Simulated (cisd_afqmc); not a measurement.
Input (AFQMC/CISD/cc-pVDZ; cisd_afqmc is a phaseless AFQMC code with CISD trial states that reads the integrals written by Ansatz):

Ansatz 0.2 input:
```python
import cisd_afqmc

open("ham.yaml", "w").write("""\
crystal:
  periodic: [false, false, false]
  atoms:
    - {symbol: C, position_ang: [0.00176673, 0.00714570, 0.88419070]}
    - {symbol: C, position_ang: [0.04670761, -0.65758549, -0.40958024]}
    - {symbol: C, position_ang: [0.05610059, 0.65012942, -0.42016747]}
    - {symbol: H, position_ang: [-0.79093572, 0.01888418, 1.63082063]}
    - {symbol: H, position_ang: [0.07046944, -1.57805318, -0.96603229]}
    - {symbol: H, position_ang: [0.09301667, 1.56103119, -0.99144626]}
basis:
  gaussian:
    orbitals: cc-pVDZ
magnetization: {spin_polarized: true, initial_magnetization: 1}
correlation: {method: ccsd, electrons: outside_noble_gas, hamiltonian_folder: ham}
""")
rep = cisd_afqmc.ansatz("ham.yaml")
e_ccsd = rep["correlation"]["coupled_cluster"]["energy"]["hartree"]
out = cisd_afqmc.run("ham", e_ccsd, trial="CISD", walkers=100, populations=8, threads=8, dt=0.005, steps=40, early=24, settle=10, least=32,
    cut=5e-5, rank_cut=2e-4, target=0.0004, seconds=1500, seed=1, memory=17280, gpu=False)
```

Output:

```
orbitals 54, occupied [8, 7], factors 323 of 525, rank of the doubles 345 of 697
E(HF) = -115.203655
E(CCSD) on the cut factors = -115.599209, shift to the whole factors -0.000012
Energy of the trial state on the determinant = -115.599193
  tau behind 7.2 of longer steps, mean of the populations' last blocks
   2.0  -115.61660
   4.0  -115.61775
   6.0  -115.61553
   8.0  -115.61723
  10.0  -115.61480
  12.0  -115.61731
  14.0  -115.61470
  16.0  -115.61366
  18.0  -115.61759
  20.0  -115.61621
  22.0  -115.61712
  24.0  -115.61691
blocks 890 (0 outliers left out), error by blocks joined: 1: 0.00021, 2: 0.00027, 4: 0.00032, 8: 0.00037, 16: 0.00039
E(AFQMC/CISD) = -115.61623 +/- 0.00039
```
